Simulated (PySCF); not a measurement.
SMILES C=CCC=O, C$_{4}$H$_{6}$O

Geometry (Å), atoms numbered from 1 in this order:
```xyz
11

C    -1.7556    0.4462    0.2441
C    -0.6583   -0.2356    0.5403
C     0.4392   -0.5460   -0.4284
C     1.6429    0.3198   -0.1428
O     2.7201   -0.0931    0.1813
H    -1.9492    0.8038   -0.7624
H    -2.5057    0.6627    0.9954
H    -0.4997   -0.5765    1.5605
H     0.1047   -0.3232   -1.4478
H     0.7484   -1.5919   -0.3721
H     1.4537    1.4110   -0.2406
```

Computed, not measured: quadratic response CAM-B3LYP/def2-TZVPD first hyperpolarisability, Taylor convention, gas phase in PySCF. Geometry: PBE0-D3(BJ)/def2-TZVP.

**Question.** Give the tensor of the second harmonic β(−2ω;ω,ω) at 1064 nm in the axes of these coordinates.

**Answer.** In au, Taylor convention; rows are the first index (the induced dipole):
```
      xx     yy     zz     xy     xz     yz
x  +59.7  +17.9  +26.0  -13.0   -2.6   -1.3
y  -13.1  -48.5  -12.3  +18.3   -0.7   +5.2
z   -3.3   +5.7  +18.1   -0.7  +25.7  -12.0
```
Norm of βᵢ = ⅓ Σⱼ (βᵢⱼⱼ + βⱼᵢⱼ + βⱼⱼᵢ): 128.8 au, hyper-Rayleigh value 47.4 au.
